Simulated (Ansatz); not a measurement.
A made-up structure of CH$_{3}$OSi (charge -1), singlet:

| atom | x (Å) | y (Å) | z (Å) |
| --- | --- | --- | --- |
| C1 | -0.4903 | 0.3750 | -0.7105 |
| Si2 | 0.3796 | -0.4226 | 0.5532 |
| O3 | 0.6228 | -1.9062 | 0.9361 |
| H4 | -1.0514 | -0.1134 | -1.5020 |
| H5 | -0.4883 | 1.4631 | -0.7333 |
| H6 | 0.4853 | -2.5291 | 1.6669 |

It is relaxed with PBE-D4/def2-SVPD and then PBE0-D4/def2-TZVPD (Ansatz 0.2.0). Atoms count as bonded within 1.22 times the sum of their covalent radii (H–H: 0.88 Å). The end point is not checked to be a true minimum.

Question: Does its bonding change? (A judgement: the text doesn't fix the answer.)

Answer: By the calculation: No: no bond forms or breaks.

Where it ends: The first stage lowers the energy by 1.55 eV in 11 steps. It ends as CH₃OSi ([CH2][Si][OH]), total charge -1:
C1  (-0.432, 0.330, -0.624)
Si2  (0.394, -0.259, 0.798)
O3  (0.229, -1.985, 0.730)
H4  (-0.937, -0.276, -1.380)
H5  (-0.469, 1.404, -0.811)
H6  (0.672, -2.347, 1.498)
(Å)

Labels in which every atom is bracketed show which atoms are joined, not bond orders.

For scale, one of the runs: PBE0-D4/def2-TZVPD relaxation, 147 basis functions, launched by `ansatz run in.yaml --threads 2 --pin off --events-out ev --progress --plain --max-ram 4352MiB`. The run took about 20 s on 2 CPU threads of an Arm Neoverse V2 (shared host).
